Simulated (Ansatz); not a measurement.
System: CH2Cl (charge 0, doublet). It need not be the lowest isomer of its formula. 
Coordinates optimised at B3LYP-D3(BJ)/def2-TZVP (Ansatz, an electronic-structure program):
SMILES: [CH2]Cl
```xyz
4

C      0.0123    -0.2448    -1.0869
Cl    -0.0064     0.1282     0.5693
H      0.9694    -0.3350    -1.5718
H     -0.9338    -0.3757    -1.5841
```
Charge 0, spin multiplicity 2.

Parts of the frozen-core correlation energy in cc-pV(D+d)Z (Ansatz, hartree). Frozen orbitals: 6; correlated occupied orbitals by spin: 7 and 6; virtual: 34 and 35. Open shells are spin-unrestricted. Spin-orbit coupling is left out. No relativistic terms.

```
term                            value
-------------------------  ----------
reference (HF)             -498.48864
MP2 opposite-spin                   …
MP2 same-spin                       …
CCSD correlation             -0.28862
(T)                                 …
CCSDT minus CCSD(T)          -0.00072
T1 diagnostic                   0.015
largest doubles amplitude       0.041
<S^2> of the reference          0.765
```

Task: Some entries are withheld; supply them.

Result: 
- MP2 opposite-spin, value: -0.19316
- MP2 same-spin, value: -0.06454
- (T), value: -0.00703
